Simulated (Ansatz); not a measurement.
Ansatz (a quantum-chemistry and plane-wave program) input (MP2/LANL2DZ): The .json file is the Basis Set Exchange's LANL2DZ.

Ansatz 0.2 input:
```yaml
crystal:
  periodic: [false, false, false]
  atoms:
    - {symbol: C, position_ang: [-0.00000000, -0.00000000, -0.16050164]}
    - {symbol: H, position_ang: [0.00000000, 0.00000000, 0.96300985]}
basis:
  gaussian:
    orbitals: LANL2DZ.json
magnetization: {spin_polarized: true, initial_magnetization: 1}
correlation: {method: mp2, electrons: outside_noble_gas}
```

**Question.** What final total energy does it give?

**Answer.** -38.30111 Eh.

The determinant is spin-contaminated: <S^2> is 1.06 against 0.75 for a pure state.
